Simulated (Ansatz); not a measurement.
A made-up structure of CH5AlB, doublet:

B1  (-1.019, 1.036, -1.091)
Al2  (0.660, -1.420, 0.822)
C3  (0.436, 0.435, 0.330)
H4  (-0.793, 1.111, -2.268)
H5  (-2.140, 1.346, -0.789)
H6  (1.070, 1.145, 0.797)
H7  (1.682, -1.906, 1.837)
H8  (-0.157, -2.570, 0.254)
(Å)

It is relaxed with PBE-D4/def2-SVP and then PBE0-D4/def2-TZVP (Ansatz 0.2.0). Atoms count as bonded within 1.22 times the sum of their covalent radii (H–H: 0.88 Å). The end point is not checked to be a true minimum.

Problem. Does its bonding change? (Judge from chemistry; the calculation decides.)

Solution. The calculation gives: Yes. Formed: B1–C3; broken: none.

Where it ends: The first stage lowers the energy by 2.40 eV in 15 steps. It ends as CH₅AlB ([BH2][CH][AlH2]):
| atom | x (Å) | y (Å) | z (Å) |
| --- | --- | --- | --- |
| B1 | -0.8057 | 0.8806 | -0.8306 |
| Al2 | 0.5868 | -1.3441 | 0.6378 |
| C3 | 0.2871 | 0.5040 | 0.1133 |
| H4 | -0.8685 | 0.4411 | -1.9471 |
| H5 | -1.7064 | 1.5902 | -0.4607 |
| H6 | 0.8407 | 1.2587 | 0.6751 |
| H7 | 1.4318 | -1.6437 | 1.9453 |
| H8 | -0.0275 | -2.5087 | -0.2425 |

Labels in which every atom is bracketed show which atoms are joined, not bond orders.

For scale, one of the runs: PBE0-D4/def2-TZVP relaxation, 129 basis functions, launched by `ansatz run in.yaml --threads 2 --pin off --events-out ev --progress --plain --max-ram 4352MiB`. The run took about 24 s on 2 CPU threads of an Arm Neoverse V2 (shared host).
